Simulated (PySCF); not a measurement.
Mapped SMILES: `[O:1]=[N:2][Cl:3]`.

Geometry: PBE0-D3(BJ)/def2-SVP; GIAO shifts from PySCF, gas phase, non-relativistic, averaged over equivalent atoms.

At PBE0/pcSseg-1 (58 basis functions, 2.5 s wall time on 1 thread of an Arm Neoverse V2, shared host):
```json
{"atoms": "O1", "δ (ppm)": "1155.1"}
{"atoms": "N2", "δ (ppm)": "715.4"}
{"atoms": "Cl3", "δ (ppm)": "1535.5"}
```

δ = σ(ref) − σ, references computed at the same level: H2O for 17O (σref 334.56); 15N (σref 265.67) vs NH3; 35Cl (σref 943.27) vs HCl.

**Question.** What do these become at B97-2/pcSseg-2?

**Answer.** 
```
atoms  δ at B97-2/pcSseg-2  change
   O1               1101.0   -54.1
   N2                704.1   -11.3
  Cl3               1475.6   -59.9
```

Scale: 17O (326.24 ppm) vs H2O; 15N (259.60 ppm) vs NH3; 35Cl (936.59 ppm) against HCl (reference shieldings calculated alike).

The largest change is at Cl3 (chlorine bonded to N). Cost: 115 basis functions, 2.6 s wall time on 1 thread of an Arm Neoverse V2, shared host.

Unscaled 17O shifts of doubly bonded oxygen tend to come out too high, by tens of ppm or more. Experimental scales use liquid or dissolved standards, which lie at an offset from isolated NH3 (liquid NH3: subtract about 20 ppm) and H2O (liquid H2O: subtract about 36 ppm). Unscaled 15N shifts of sp2 nitrogen often come out too high even then, by a few to some tens of ppm.
